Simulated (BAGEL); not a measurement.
# Two attempts at BPH3Cl (SMILES PBCl)

Aim: energy and gradient of BPH3Cl at RI-MP2/cc-pVTZ (density fitting with cc-pvtz-jkfit, cc-pvtz-ri for correlation).

The calculation is run with BAGEL 1.2.2.

2 further runs of the same task are left out: 2 set aside as unsound or not needed.

## Step 1: The system as given

BPH3Cl has 6 atoms, charge 0, and is taken as a singlet. SMILES: `PBCl`. The coordinates come from a GFN2-xTB relaxation. This is one conformer, not always the lowest.

Bond lengths: P1–B2 1.884 Å, B2–Cl3 1.695 Å, P1–H4 1.380 Å, P1–H5 1.379 Å, B2–H6 1.173 Å. Angles: P1–B2–Cl3 120.0°, P1–B2–H6 120.9°, Cl3–B2–H6 118.6°, B2–P1–H4 100.2°, B2–P1–H5 98.8°, H4–P1–H5 96.0°.

## Step 2: First attempt

Input file mp2.json:

```json
{ "bagel": [

{
  "title": "molecule",
  "basis": "cc-pvtz.json",
  "df_basis": "cc-pvtz-jkfit",
  "angstrom": true,
  "geometry": [
    { "atom": "P", "xyz": [   -0.377850,    0.516840,   -0.948490 ] },
    { "atom": "B", "xyz": [    0.665420,   -0.279920,    0.403140 ] },
    { "atom": "Cl", "xyz": [    0.669800,   -1.964800,    0.589550 ] },
    { "atom": "H", "xyz": [   -1.530850,   -0.233270,   -0.840970 ] },
    { "atom": "H", "xyz": [   -0.846400,    1.603250,   -0.239160 ] },
    { "atom": "H", "xyz": [    1.419880,    0.357890,    1.035930 ] }
  ]
},
{
  "title": "force",
  "method": [
    {
      "title": "mp22",
      "ncore": 11,
      "aux_basis": "cc-pvtz-ri"
    }
  ]
}

]}
```

Launch:

```
$ BAGEL_NUM_THREADS=1 BAGEL mp2.json > mp2.out
```

The program printed:

```text
* using 1 threads per process

  ===============================================================
  ===============================================================

  *** Geometry ***

  { "atom" : "P", "xyz" : [     -0.714033,      0.976686,     -1.792386 ] },
  { "atom" : "B", "xyz" : [      1.257462,     -0.528972,      0.761824 ] },
  { "atom" : "Cl", "xyz" : [      1.265739,     -3.712934,      1.114088 ] },
  { "atom" : "H", "xyz" : [     -2.892887,     -0.440816,     -1.589203 ] },
  { "atom" : "H", "xyz" : [     -1.599464,      3.029703,     -0.451947 ] },
  { "atom" : "H", "xyz" : [      2.683184,      0.676314,      1.957624 ] },

  Number of auxiliary basis functions:      411

  Since a DF basis is specified, we compute 2- and 3-index integrals:
    o Being stored without compression. Storage requirement is 0.064 GB

  Number of basis functions:      140
  Number of electrons      :       40

    * METHOD: MOLECULE                             0.24

  The gradients will be computed analytically.
  There is no analytical gradient available. Numerical gradient will be used.
  ERROR: EXCEPTION RAISED:  MP22 : unknown method
```

It took 0.38 s on 1 thread of Arm Neoverse V1, shared host; peak memory 0.14 GiB.

## Step 3: Reading the log

The program refused the input.

The log says `ERROR: EXCEPTION RAISED:  MP22 : unknown method`. What is wrong: the input text is malformed or holds a word that the program doesn't know.

## Step 4: The mended input

Input file input.json:

```json
{ "bagel" : [

{
  "title" : "molecule",
  "basis" : "cc-pvtz.json",
  "df_basis" : "cc-pvtz-jkfit",
  "angstrom" : true,
  "geometry" : [
    { "atom" : "P", "xyz" : [   -0.377850,    0.516840,   -0.948490 ] },
    { "atom" : "B", "xyz" : [    0.665420,   -0.279920,    0.403140 ] },
    { "atom" : "Cl", "xyz" : [    0.669800,   -1.964800,    0.589550 ] },
    { "atom" : "H", "xyz" : [   -1.530850,   -0.233270,   -0.840970 ] },
    { "atom" : "H", "xyz" : [   -0.846400,    1.603250,   -0.239160 ] },
    { "atom" : "H", "xyz" : [    1.419880,    0.357890,    1.035930 ] }
  ]
},
{
  "title" : "force",
  "method" : [
    {
      "title" : "mp2",
      "ncore" : 11,
      "aux_basis" : "cc-pvtz-ri"
    }
  ]
}

]}
```

The basis set cc-pVTZ is read from a file made from the Basis Set Exchange's data (not shown).

Launch:

```
$ BAGEL_NUM_THREADS=1 BAGEL input.json > input.out
```

The program printed:

```text
* using 1 threads per process

  ===============================================================
  ===============================================================

  *** Geometry ***

  { "atom" : "P", "xyz" : [     -0.714033,      0.976686,     -1.792386 ] },
  { "atom" : "B", "xyz" : [      1.257462,     -0.528972,      0.761824 ] },
  { "atom" : "Cl", "xyz" : [      1.265739,     -3.712934,      1.114088 ] },
  { "atom" : "H", "xyz" : [     -2.892887,     -0.440816,     -1.589203 ] },
  { "atom" : "H", "xyz" : [     -1.599464,      3.029703,     -0.451947 ] },
  { "atom" : "H", "xyz" : [      2.683184,      0.676314,      1.957624 ] },

  Number of auxiliary basis functions:      411

  Since a DF basis is specified, we compute 2- and 3-index integrals:
    o Being stored without compression. Storage requirement is 0.064 GB

  Number of basis functions:      140
  Number of electrons      :       40

    * METHOD: MOLECULE                             0.26

  The gradients will be computed analytically.

  *** RHF ***

  === Nuclear Repulsion ===
   119.2759256126

      * DIIS with orbital gradients will be used.

  === RHF iteration (cc-pvtz.json) ===
      0       -826.67437853          0.00759630           0.09
      1       -826.73055009          0.00274631           0.09
      2       -826.73704893          0.00098842           0.09
      3       -826.73810976          0.00026595           0.09
      4       -826.73819892          0.00009277           0.10
      5       -826.73821417          0.00002342           0.10
      6       -826.73821524          0.00000807           0.09
      7       -826.73821537          0.00000311           0.11
      8       -826.73821539          0.00000099           0.10
      9       -826.73821539          0.00000039           0.11
     10       -826.73821539          0.00000013           0.09
     11       -826.73821539          0.00000006           0.09
     12       -826.73821539          0.00000002           0.10
     13       -826.73821539          0.00000001           0.09
    * SCF iteration converged.

    * Permanent dipole moment:
           (    0.173629,    -0.250689,    -0.216296) a.u.

  === DF-MP2 calculation ===

    * freezing 11 orbitals
  Number of auxiliary basis functions:      415

  Since a DF basis is specified, we compute 2- and 3-index integrals:
    o Being stored without compression. Storage requirement is 0.065 GB

  Number of basis functions:      140
  Number of electrons      :       40

      MP2 correlation energy:   -0.4458082047

    * Permanent dipole moment: MP2 unrelaxed
           (    0.177681,    -0.236029,    -0.210992) a.u.

  === Z-vector iteration ===

      0     0.00019350831084           0.04
      1     0.00006400104105           0.03
      2     0.00002061598516           0.04
      3     0.00000605314806           0.04
      4     0.00000164378168           0.04
      5     0.00000056999158           0.04
      6     0.00000018671996           0.04
      7     0.00000006010815           0.04
      8     0.00000001230787           0.04
      9     0.00000000322165           0.04

    * Permanent dipole moment: MP2 relaxed
           (    0.199533,    -0.182081,    -0.147404) a.u.

  * Nuclear energy gradient

    o Atom   0
        x         -0.0085129624
        y         -0.0015071935
        z          0.0096294975
    o Atom   1
        x          0.0022154596
        y         -0.0196016398
        z          0.0045937888
    o Atom   2
        x         -0.0012500248
        y          0.0281651864
        z         -0.0044750637
    o Atom   3
        x          0.0094038662
        y          0.0091986015
        z          0.0002179778
    o Atom   4
        x          0.0020513514
        y         -0.0123123528
        z         -0.0061100957
    o Atom   5
        x         -0.0039076900
        y         -0.0039426020
        z         -0.0038561046

    * METHOD: FORCE                                6.81

  ===============================================================
```

Run time: 7.5 s. Hardware: 1 thread of Arm Neoverse V1, shared host; peak memory 0.41 GiB.

## Step 5: What came out

Level: RI-MP2/cc-pVTZ (density fitting with cc-pvtz-jkfit, cc-pvtz-ri for correlation).

| quantity | value |
| --- | --- |
| total energy | -827.18402 Eh |
| dipole moment (of the density that the program reports) | 0.78 D |
| correlation energy (11 core orbitals frozen) | -445.8 mEh |
| largest force on an atom | 1.468 eV/Å |

The largest force is 1.47 eV/Å: the shape isn't a stationary point for this species at this level.
